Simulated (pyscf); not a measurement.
**Four-centre exchange: CH₄ (SMILES C) + F–ZnH (SMILES [F][ZnH]) -> H₃C–F (SMILES CF) + ZnH₂ (SMILES [ZnH2])**

Gas phase, singlet surface, charge 0. Bonds broken: C1–H3, Zn2–F7. Bonds formed: C1–F7, Zn2–H3. Structures and frequencies: ωB97X-D3(BJ)/def2-SVP in PySCF. Correlated levels are frozen-core, on RHF or UHF. ΔMP2 is the change of the MP2 total energy from the triple- to the quadruple-zeta basis.

Transition state (Å):

```xyz
8

C     -0.6424    -1.1570     0.4285
Zn     1.2365     0.6971     1.4949
H      0.6617    -0.8763     1.4503
H      0.0389    -1.9018     0.0103
H     -1.3700    -0.8036    -0.3100
H      2.2209     1.7654     2.0349
F     -0.2462     0.6677     0.2360
H     -1.1201    -1.4843     1.3548
```

One imaginary mode, 1117i cm⁻¹; descent along it reached the two sides named, in the forms told below.

```tsv
bond	change	reactant side (Å)	saddle	product side
C1–H3	breaks	1.102	1.680	3.0
Zn2–F7	breaks	1.758	1.945	2.337
C1–F7	forms	3.3	1.877	1.394
Zn2–H3	forms	2.7	1.676	1.563
```

Electronic energies relative to the separated reactants (kcal/mol):

```json
[
 {"level": "ωB97X-D3(BJ)/def2-TZVP", "barrier": "93.6", "reaction energy": "+44.0", "reverse barrier": "49.6"},
 {"level": "PBE/def2-TZVP", "barrier": "85.5", "reaction energy": "+43.8", "reverse barrier": "41.7"},
 {"level": "r²SCAN/def2-TZVP", "barrier": "88.3", "reaction energy": "+45.5", "reverse barrier": "42.8"},
 {"level": "B3LYP-D3(BJ)/def2-TZVP", "barrier": "90.2", "reaction energy": "+44.0", "reverse barrier": "46.2"},
 {"level": "PBE0-D3(BJ)/def2-TZVP", "barrier": "90.8", "reaction energy": "+43.3", "reverse barrier": "47.5"},
 {"level": "M06-2X/def2-TZVP", "barrier": "93.6", "reaction energy": "+45.0", "reverse barrier": "48.6"},
 {"level": "ωB97M-D3(BJ)/def2-TZVP", "barrier": "92.7", "reaction energy": "+43.7", "reverse barrier": "48.9"},
 {"level": "HF/def2-TZVP", "barrier": "108.5", "reaction energy": "+42.5", "reverse barrier": "66.0"},
 {"level": "MP2/def2-QZVPP", "barrier": "98.9", "reaction energy": "+48.6", "reverse barrier": "50.3"},
 {"level": "CCSD/def2-TZVPP", "barrier": "99.3", "reaction energy": "+44.9", "reverse barrier": "54.3"},
 {"level": "CCSD(T)/def2-TZVPP", "barrier": "95.6", "reaction energy": "+44.9", "reverse barrier": "50.6"},
 {"level": "CCSD(T)/def2-TZVPP + ΔMP2(QZVPP)", "barrier": "94.6", "reaction energy": "+46.4", "reverse barrier": "48.2"}
]
```

With CCSD(T)/def2-TZVPP + ΔMP2(QZVPP) energies and thermal terms (ideal gas, 1 atm, RRHO with modes under 100 cm⁻¹ raised to 100, one conformer, R ln 2 for chiral ones without a mode under 150 cm⁻¹), in kcal/mol:

```tsv
T (K)	ΔH‡	ΔG‡	ΔH	ΔG
298	92.2	99.8	+45.0	+44.7
600	92.7	107.4	+44.8	+44.5
900	93.3	114.7	+44.8	+44.4
1200	93.9	121.7	+45.0	+44.3
```

On the product side the descent ends in a complex, 4.5 kcal/mol under the separated species and 54.1 kcal/mol under the saddle at ωB97X-D3(BJ)/def2-TZVP. The same reactants have a lower exit, to H₃C–ZnH + HF (barrier +34.6 kcal/mol at ωB97M-D3(BJ), against +92.7 kcal/mol here). One saddle was located; it need not be the lowest between these sides. The CCSD(T) − MP2 part came from Ansatz, without density fitting, on the same reference. The frozen core leaves the outer d or s,p core shells of the metals and heavy elements correlated in the MP2 and CC values, and def2-TZVPP describes them poorly, which can shift differences by a few kcal/mol. Elements up to Kr have no core potential and no relativistic terms here.
